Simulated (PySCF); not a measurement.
All of these have the formula C2H3N. Computed, not measured: TDDFT CAM-B3LYP/aug-cc-pVTZ, vertical, gas phase, core orbitals frozen in the response in PySCF 2.14.0, density-fitted response routines. Geometries: PBE0-D3(BJ)/def2-TZVP; one conformer of each isolated species. Triplets are in the Tamm–Dancoff approximation.

A. `CC#N`
B. `C=C=N`
C. `[C-]#[N+]C`

Lowest singlet levels (six at most, fewer where fewer were computed) with oscillator strengths:

1. 4.75 eV (f 0.001); 5.74 eV (f 0.009); 6.47 eV (f 0.109); 6.85 eV (f 0.126); 6.90 eV (f 0.000); 7.63 eV (f 0.008); T1 4.32 eV
2. 7.77 eV (f 0.000); 8.10 eV (f 0.003 summed over 2 states); 8.27 eV (f 0.006 summed over 2 states); 9.40 eV (f 0.123); 9.48 eV (f 0.005 summed over 2 states); 9.52 eV (f 0.000 summed over 2 states); T1 6.44 eV
3. 7.97 eV (f 0.000); 8.05 eV (f 0.189 summed over 2 states); 8.13 eV (f 0.021); 8.23 eV (f 0.004 summed over 2 states); 8.50 eV (f 0.007 summed over 2 states); 9.24 eV (f 0.158) [of 10 roots; the last level is left out, as the window may have cut its degenerate partner]; T1 6.03 eV

Task: Which spectrum belongs to which structure?

Result: 1 = B, 2 = A, 3 = C.
- A: S1 at 7.77 eV, HOMO-1/HOMO→LUMO+4 (≥38%), HOMO-1/HOMO→LUMO+5 (≥38%); Löwdin shares by element: HOMO (one of a set within 0.03 eV) nitrogen 49%, carbon 45%; LUMO hydrogen 90%, carbon 6% or more; HOMO -10.93 and LUMO 0.00 eV; point group C3v, 3 of its 10 listed states under f = 0.0005.
- B: S1 at 4.75 eV, HOMO→LUMO+3 (53%), HOMO→LUMO+2 (46%); Löwdin shares by element: HOMO carbon 58%, nitrogen 26%, hydrogen 6% or more; LUMO hydrogen 89%, carbon 4% or more; HOMO -8.31 and LUMO 0.17 eV; point group Cs, 1 of its 6 listed states under f = 0.0005.
- C: S1 at 7.97 eV, HOMO-2/HOMO-1→LUMO+4 (≥23%), HOMO-2/HOMO-1→LUMO+5 (≥23%), HOMO-2/HOMO-1→LUMO+1/LUMO+2 (≥12%); Löwdin shares by element: HOMO carbon 79% or more, nitrogen 17%; LUMO hydrogen 90%, carbon 7% or more; HOMO -10.29 and LUMO 0.04 eV; point group C3v, 1 of its 9 listed states under f = 0.0005.

A slash joins orbitals within 0.01 eV of each other, whose weights are summed (≥ marks a lower bound).
